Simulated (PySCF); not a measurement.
Gas-phase reaction: 4 AlH2Cl + C4H8 (isobutene) ⇌ 4 AlCl + 4 CH4

Method: PySCF energies (xtb for GFN2) plus ideal-gas RRHO corrections (1 bar). † marks an energy on the PBE0/def2-TZVP geometry and frequencies; other levels use their own. MP2 and CCSD(T) freeze the core. 6-31G* has spherical d functions here. All species are closed-shell singlets. B3LYP is the form with VWN-RPA correlation. AlH2Cl: computed as isolated molecules; such fragments, hydroxides, amides, oligomers or adducts are transient or little studied in the gas. MP2 isn't extrapolated to the basis-set limit; its ΔH°(298 K) is 34.8 kJ in def2-SVP and 10.9 kJ in def2-TZVPP. CCSD(T) isn't extrapolated to the basis-set limit. The harmonic model lacks anharmonicity and excited electronic states, which grow with temperature; levels with a mode under 35 cm⁻¹ are left out. Internal rotation in C4H8 (isobutene) is treated as a harmonic vibration of one conformer, which makes the entropy rough.

| level | ΔE electronic, kJ | ΔH°(298 K), kJ | ΔS°(298 K), J/K | ΔG°(800 K), kJ |
|---|---|---|---|---|
| B3LYP/6-31G* | -146 | -84 | 355 | -357 |
| BLYP/def2-TZVP† | -156 | -96 | 354 | -369 |
| CCSD(T)/def2-SVP† | -74 | -13 | 354 | -287 |
| GFN2-xTB | 623 | 696 | 341 | 434 |
| MP2/def2-SVP† | -26 | 35 | 354 | -239 |
| PBE/def2-SVP | -71 | -12 | 353 | -285 |
| PBE0/def2-QZVP† | -83 | -23 | 354 | -296 |
| PBE0/def2-TZVP | -84 | -24 | 354 | -297 |
| r2SCAN/def2-TZVP† | -26 | 35 | 354 | -239 |
| LDA/def2-TZVP† | -46 | 14 | 354 | -259 |
| ωB97M-V/def2-TZVP† | -101 | -41 | 354 | -314 |
ΔH° is lowest at BLYP/def2-TZVP† and highest at GFN2-xTB. No reference value is set beside these.
